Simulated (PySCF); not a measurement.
Molecule: `C=CC/C=N/C`, C₅H₉N.

Molfile (atoms numbered from 1):
```
C5H9N
     RDKit          3D

 15 14  0  0  0  0  0  0  0  0999 V2000
   -2.9178   -0.3124   -0.0361 C   0  0  0  0  0  0  0  0  0  0  0  0
   -1.7521    0.0546    0.4972 C   0  0  0  0  0  0  0  0  0  0  0  0
   -0.7043    0.8786   -0.1908 C   0  0  0  0  0  0  0  0  0  0  0  0
    0.5687    0.1080   -0.3884 C   0  0  0  0  0  0  0  0  0  0  0  0
    1.6573    0.4497    0.1548 N   0  0  0  0  0  0  0  0  0  0  0  0
    2.8226   -0.3547   -0.0706 C   0  0  0  0  0  0  0  0  0  0  0  0
   -3.6352   -0.9219    0.5197 H   0  0  0  0  0  0  0  0  0  0  0  0
   -3.2023   -0.0092   -1.0493 H   0  0  0  0  0  0  0  0  0  0  0  0
   -1.5033   -0.2714    1.5149 H   0  0  0  0  0  0  0  0  0  0  0  0
   -0.4570    1.7722    0.4043 H   0  0  0  0  0  0  0  0  0  0  0  0
   -1.0825    1.2108   -1.1731 H   0  0  0  0  0  0  0  0  0  0  0  0
    0.4922   -0.7986   -1.0290 H   0  0  0  0  0  0  0  0  0  0  0  0
    3.2220   -0.7027    0.8963 H   0  0  0  0  0  0  0  0  0  0  0  0
    3.6142    0.2645   -0.5238 H   0  0  0  0  0  0  0  0  0  0  0  0
    2.6491   -1.2372   -0.7196 H   0  0  0  0  0  0  0  0  0  0  0  0
  1  2  2  0
  2  3  1  0
  3  4  1  0
  4  5  2  0
  5  6  1  0
  1  7  1  0
  1  8  1  0
  2  9  1  0
  3 10  1  0
  3 11  1  0
  4 12  1  0
  6 13  1  0
  6 14  1  0
  6 15  1  0
M  END
```

Spin–spin couplings on one PBE0-D3(BJ)/def2-SVP geometry, PySCF 2.14, gas phase, non-relativistic, equivalent pairs averaged (spin–dipole term only in couplings to heteroatoms); isotopes 13C, 1H; basis pcJ-1.

How do the couplings (Hz) change with the functional? Times are CPU seconds on 1 thread of an Arm Neoverse V2, shared host.

## Answers


```
functional  functions  1J(C1,H7)  1J(C1,H8)  1J(C2,H9)  1J(C4,H12)  1J(C6,H13)  1J(C3,H10)  1J(C1,C2)  core-s
       LDA        252      131.0      126.3      125.9       124.2       104.9       101.7       56.1      20
       PBE        252      154.5      149.6      148.7       144.3       126.4       122.7       68.7      31
       KT2        252      165.6      159.5      158.3       153.2       133.5       129.1       57.0      32
      PBE0        252      160.0      154.8      154.1       150.7       131.2       127.2       74.5      39
     B97-2        252      154.0      149.2      147.4       145.1       125.5       120.9       73.7      39
``` Left out for a near triplet instability: HF/pcJ-1.
